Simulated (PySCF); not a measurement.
**Bonding in `ClC(Cl)=C(Cl)Cl`**

Species: C2Cl4.
Numbering: `[Cl:1][C:2]([Cl:3])=[C:4]([Cl:5])[Cl:6]`

Geometry (GFN2-xTB, Å), atoms numbered from 1 in this order:
```
atom  x, y, z in Å
Cl1   -2.0255   -0.6957   -0.0388
C2    -0.6102    0.2667   -0.0700
Cl3   -0.8492    1.9487   -0.2836
C4     0.6107   -0.2655    0.0637
Cl5    0.8503   -1.9474    0.2780
Cl6    2.0270    0.6951    0.0291
```

Bond orders from the PBE0/pcSseg-1 density (PySCF). Geometry: GFN2-xTB; no solvent, vibrations or thermal averaging.

Task: How far do the computed orders between heavy atoms stray from the drawn ones?

Result: The largest departure is 0.453, at C2–C4 (drawn double, 1.547). Drawn double or triple, more than 0.30 short of the drawn order: C2–C4 (1.547).

Task: Give the Mayer order of every bond, beside its length.

Result: 
```json
{"bond": "Cl1–C2", "drawn as": "single", "length (Å)": "1.712", "Mayer order": "1.116"}
{"bond": "C2–Cl3", "drawn as": "single", "length (Å)": "1.712", "Mayer order": "1.116"}
{"bond": "C2–C4", "drawn as": "double", "length (Å)": "1.338", "Mayer order": "1.547"}
{"bond": "C4–Cl5", "drawn as": "single", "length (Å)": "1.712", "Mayer order": "1.116"}
{"bond": "C4–Cl6", "drawn as": "single", "length (Å)": "1.712", "Mayer order": "1.116"}
```

Task: Sum the orders of all bonds at each heavy atom with more than one neighbour and set the sums beside the valence in the SMILES.

Result: C2 3.779 (drawn 4), C4 3.779 (drawn 4). Orders between atoms that aren't bonded are not in these sums.

The Mayer order sums products of elements of PS (density times overlap matrix) between the two atoms' basis functions, so it depends on the basis set.

These values come from a run that also computed NMR shieldings. The run took 11 s wall on an x86-64 server with one thread (shared host).
